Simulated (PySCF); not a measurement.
Species: C3H2ClOP.
SMILES: `ClC1=CP=CO1`

All values: B3LYP/def2-SVPD (PySCF, non-relativistic), on one gas-phase PBE0-D3(BJ)/def2-SVP geometry that isn't relaxed in the solvent. The solvent is an IEF-PCM continuum (van der Waals radii × 1.2), and excitations are vertical TDDFT with non-equilibrium linear response and a frozen core. The model holds no explicit solvent molecules, cavitation or dispersion.

Gas-phase singlets (H = HOMO, L = LUMO):

```tsv
state	E (eV)	λ (nm)	f	leading configuration
S1	5.109	243	0.066	H→L 87%
S2	5.657	219	0.032	H→L+1 53%
S3	5.695	218	0.001	H→L+2 94%
S4	5.832	213	0.009	H-2→L 94%
S5	6.344	195	0.015	H→L+3 96%
```

Problem. How does the list change in acetonitrile (ε = 35.69)?

Solution. 
| state | E (eV) | λ (nm) | f | leading configuration | change by rank (eV) |
| --- | --- | --- | --- | --- | --- |
| S1 | 5.057 | 245 | 0.085 | H→L 90% | -0.052 |
| S2 | 5.645 | 220 | 0.037 | H→L+1 53% | -0.012 |
| S3 | 5.698 | 218 | 0.001 | H→L+2 94% | +0.003 |
| S4 | 5.846 | 212 | 0.013 | H-2→L 94% | +0.014 |
| S5 | 6.356 | 195 | 0.438 | H-1→L 48% | +0.012 |

Problem. How do the frontier levels move from gas to acetonitrile?

Solution. 
```tsv
orbital	gas (eV)	solvent (eV)	change (eV)
LUMO+2	-0.07	0.04	+0.11
LUMO+1	-0.25	-0.14	+0.11
LUMO	-1.42	-1.32	+0.10
HOMO	-6.80	-6.71	+0.09
HOMO-1	-8.01	-7.92	+0.09
HOMO-2	-8.31	-8.25	+0.06
HOMO-3	-9.51	-9.48	+0.03
```

The HOMO–LUMO gap goes from 5.38 to 5.39 eV.
